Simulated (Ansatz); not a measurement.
CH$_{5}$BS, SMILES `BCS`. Charge 0, multiplicity 1. The geometry is a stationary point of PBE0-D4/def2-TZVP. It is one conformer, not always the lowest.

```xyz
8

B    -0.446    0.940   -0.077
C    -0.157   -0.564   -0.299
S     1.339   -1.292    0.417
H     0.173    1.605    0.703
H    -1.354    1.439   -0.679
H    -0.174   -0.794   -1.370
H    -1.047   -1.077    0.102
H     1.666   -0.256    1.204
```

Task: What is the dipole moment at PBE/def2-TZVPP? (Estimate.)

Result: The calculation gave: 1.23 D, with components (-1.03, 0.62, -0.28) D in this frame, pointing from negative to positive charge.

Task: And with r2SCAN, B3LYP, ωB97M-V? (Best estimate.)

Result: The calculation gave: r2SCAN 1.33 D, B3LYP 1.28 D, ωB97M-V 1.26 D.

Task: Give the Mulliken charges with PBE, ωB97M-V, B3LYP in def2-TZVPP. (An estimate is asked.)

Result: Computed: 
| atom | PBE | ωB97M-V | B3LYP |
| --- | --- | --- | --- |
| B1 | -0.07 | -0.18 | -0.10 |
| C2 | -0.11 | -0.17 | -0.11 |
| S3 | -0.20 | -0.16 | -0.19 |
| H4 | 0.02 | 0.07 | 0.03 |
| H5 | 0.03 | 0.08 | 0.04 |
| H6 | 0.12 | 0.13 | 0.11 |
| H7 | 0.11 | 0.12 | 0.10 |
| H8 | 0.11 | 0.11 | 0.10 |

B3LYP here is the variant with VWN-RPA as its local correlation; programs differ in this.
